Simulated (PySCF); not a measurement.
Gas-phase reaction: 2 AlCl3 + AlH + 2 H = 3 AlHCl2

Method: PySCF energies (xtb for GFN2) plus ideal-gas RRHO corrections (1 bar). † marks an energy on the PBE0/def2-TZVP geometry and frequencies; other levels use their own. MP2 and CCSD(T) freeze the core. 6-31G* has spherical d functions here. Open shells (unrestricted): H (multiplicity 2); the rest are closed-shell singlets. GFN2 has no spin-polarisation term. B3LYP is the form with VWN-RPA correlation. AlHCl2: computed as isolated molecules; such fragments, hydroxides, amides, oligomers or adducts are transient or little studied in the gas. MP2 isn't extrapolated to the basis-set limit. CCSD(T) isn't extrapolated to the basis-set limit.

```json
[
 {"level": "B3LYP/6-31G*", "ΔH°(298 K), kJ": "___"},
 {"level": "BLYP/def2-TZVP†", "ΔH°(298 K), kJ": "-577"},
 {"level": "CCSD(T)/def2-SVP†", "ΔH°(298 K), kJ": "-559"},
 {"level": "GFN2-xTB", "ΔH°(298 K), kJ": "-885"},
 {"level": "HF/def2-TZVP†", "ΔH°(298 K), kJ": "-486"},
 {"level": "M06-2X/def2-TZVP†", "ΔH°(298 K), kJ": "___"},
 {"level": "MP2/def2-SVP†", "ΔH°(298 K), kJ": "-551"},
 {"level": "PBE/def2-SVP", "ΔH°(298 K), kJ": "-570"},
 {"level": "LDA/def2-TZVP†", "ΔH°(298 K), kJ": "-623"},
 {"level": "ωB97M-V/def2-TZVP†", "ΔH°(298 K), kJ": "___"},
 {"level": "ωB97X-V/def2-TZVP†", "ΔH°(298 K), kJ": "___"}
]
```

Question: What belongs in the gaps?

Answer: 
- B3LYP/6-31G*, ΔH°(298 K), kJ: -588
- M06-2X/def2-TZVP†, ΔH°(298 K), kJ: -571
- ωB97M-V/def2-TZVP†, ΔH°(298 K), kJ: -581
- ωB97X-V/def2-TZVP†, ΔH°(298 K), kJ: -594
